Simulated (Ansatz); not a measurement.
`COC(F)S`, charge 0, multiplicity 1.

Q: Give a relaxed structure at PBE0-D4/def2-TZVP (the Gaussian-basis code of Ansatz). (Best estimate.)

A: Computed: 
Z-matrix (Å, degrees):
```
C
O 1 1.419
H 1 1.096 2 110.8
H 1 1.088 2 106.5 3 118.9
H 1 1.093 2 111.1 3 -121.9
C 2 1.359 1 113.5 3 55.7
S 6 1.810 2 110.3 1 -171.2
F 6 1.377 2 111.1 1 71.9
H 6 1.098 2 111.7 1 -46.4
H 7 1.342 6 94.0 2 54.9
```
This is one stationary point; other conformers may exist.
